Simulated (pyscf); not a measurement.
Structures and frequencies: ωB97X-D3(BJ)/def2-SVP in PySCF.

Q: H₃C–Si(OH)(OH)–O–Si(CH₃)(OH)–OH (SMILES C[Si](O)(O)O[Si](C)(O)O) + H₂O (SMILES O) -> H₃C–Si(OH)(OH)–OH (SMILES C[Si](O)(O)O) + H₃C–Si(OH)(OH)–OH (SMILES C[Si](O)(O)O)
Surface: singlet. Broken: O–Si, H–O. Formed: O–Si, H–O. Give ΔE‡ and ΔE from ωB97M-D3(BJ)/def2-TZVP, relative to the separated reactants.

A: ΔE‡ = 24.2 kcal/mol, ΔE = +5.6 kcal/mol. Zero-point energy shifts the barrier by +1.1 kcal/mol. It is a four-centre exchange, with an imaginary mode of 838i cm⁻¹. On the reactant side the descent ends in a bound adduct (not fully relaxed), 9.5 kcal/mol under the separated species and 34.4 kcal/mol under the saddle at ωB97X-D3(BJ)/def2-TZVP. On the product side the descent ends in a complex (not fully relaxed), 7.1 kcal/mol under the separated species and 24.7 kcal/mol under the saddle at ωB97X-D3(BJ)/def2-TZVP. One saddle was located; it need not be the lowest between these sides.
